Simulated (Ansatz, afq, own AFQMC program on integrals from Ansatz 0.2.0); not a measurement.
Two steps: Ansatz 0.2.0 writes the Fock matrix and Cholesky factors of the valence space, and afq projects on them the lowest state that overlaps trial and start.

```yaml
crystal:
  periodic: [false, false, false]
  atoms:
    - {symbol: Al, position_ang: [0.000000, 0.000000, 0.000000]}
    - {symbol: H, position_ang: [0.000000, 0.000000, 2.293000]}
basis:
  gaussian: {orbitals: cc-pVTZ}
magnetization: {spin_polarized: false}
correlation: {method: ccsd_t, electrons: outside_noble_gas, hamiltonian_folder: ham}
```

```sh
$ ansatz run in.yaml --threads 1 --pin off --events-out ev --progress --plain --max-ram 16896MiB --backend cuda --devices 0, --max-vram 18GiB
```

afq runs on the folder ham with

```
--method phaseless --trial cisd --walkers 4000 --populations 20 --least-time 60 --time-step 0.005 --steps-per-block 50 --equilibration-blocks 40 --max-blocks 4000 --target-error 0.00024 --factor-cut 1e-05 --seed 7827 --release-times 0.24,0.51,0.99,1.62,2.4 --release-step 0.03 --release-every 3 --taylor-order 6
```

Times are imaginary, in 1/Eh. The walk had a cap of 129 s. With eight or more populations the least sampling time is a fifth of least-time, and the error comes from their spread.

afq prints:

```
orbitals 43  electrons 2 2  factors 273 of 291
reference energy -242.42306212 Eh
CCSD correlation -0.08521506 Eh in 11 cycles, weight of the determinant in the CISD state 0.8983
energy of the start -242.508280 Eh
 block  time / (1/Eh)  mean weight  energy / Eh
     1     0.250  1.0000  -242.507974
     2     0.500  1.0000  -242.508033
     3     0.750  0.9998  -242.508229
     4     1.000  0.9999  -242.508514
     5     1.250  0.9998  -242.508774
     8     2.000  1.0001  -242.509384
    11     2.750  1.0000  -242.509896
    15     3.750  0.9999  -242.510184
    17     4.250  0.9999  -242.510313
    23     5.750  0.9999  -242.510482
    29     7.250  0.9999  -242.510464
    35     8.750  0.9999  -242.510631
    41    10.250  1.0000  -242.510433
    47    11.750  1.0000  -242.510339
    53    13.250  0.9999  -242.510692
    59    14.750  0.9998  -242.510471
    61    15.250  1.0000  -242.510803
    65    16.250  1.0000  -242.510517
    71    17.750  1.0000  -242.510435
    77    19.250  1.0000  -242.510587
    83    20.750  1.0000  -242.510317
    89    22.250  1.0000  -242.510318
error from the spread of 20 populations
released: time / (1/Eh)  energy / Eh  error  mean overlap
  0.24  -242.510572  0.000047  0.9982
  0.51  -242.510659  0.000035  0.9976
  0.99  -242.510709  0.000039  0.9975
  1.62  -242.510749  0.000039  0.9973
  2.40  -242.510843  0.000054  0.9935
energy -242.510496 +/- 0.000057 Eh
(rows thinned)
```

The run passed its tests (sampling time, drift between the halves within three errors, error under three times the target), which doesn't prove that it has relaxed.

Against this walk (error 1.6 meV) on the same determinant: CCSD(T) 6.5 meV higher, CCSDT(Q) 11.8 meV lower, full CI 12.2 meV lower. The error is statistical and leaves out the bias of the constraint. Released to 2.40 1/Eh the energy lies 9.4 ± 2.2 meV (both errors) below the phaseless value, which shows part or all of the bias of the constraint, and full CI lies 2.7 meV below the released value. Full CI is exact here, so the walk's 12 meV above it is the walk's own error: the bias of the constraint with this trial.

Cautions: constraint bias not in the error; higher spins were not checked; raised T1 diagnostic (T1 0.023, weight of the determinant 0.90, largest double 0.13).

The walk took 35 s on 1 × NVIDIA H100 80GB HBM3 with 2 threads of AMD EPYC 7R13 Processor (Zen 3), with other jobs on the host (the card was shared). The log's last line is the phaseless energy.

CCSDT and higher add their correlation energy to the determinant of the CCSD(T) run, since their own runs factorise the integrals more tightly (a shift of under 2 meV). A walk keeps the symmetry of its determinant, which the program's search chose and which needn't be the lowest solution, so a lower state of the same spin and another symmetry isn't excluded.
